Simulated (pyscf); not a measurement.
PySCF, gas phase, ωB97X-D3(BJ)/def2-SVP geometries. MP2 and CC: frozen core, UHF for open shells. ΔMP2 is the change of the MP2 total energy from the triple- to the quadruple-zeta basis.

Problem. For the elementary gas-phase step boric acid (HO–B(OH)–OH) + H atom (H•) -> water (H₂O) + [HO–B–OH]• (doublet surface; B–O broken, H–O formed), what barrier and reaction energy does CCSD(T)/def2-TZVPP + ΔMP2(QZVPP) give, measured from the separated reactants?

Solution. ΔE‡ = 38.2 kcal/mol, ΔE = +27.4 kcal/mol. Zero-point energy shifts the barrier by +0.7 kcal/mol. It is a substitution at O, with an imaginary mode of 1808i cm⁻¹. This is the saddle that the search found; another between the same sides may lie lower. The angle at the attacked O is 118°. The CCSD(T) − MP2 part came from Ansatz, without density fitting, on the same reference.
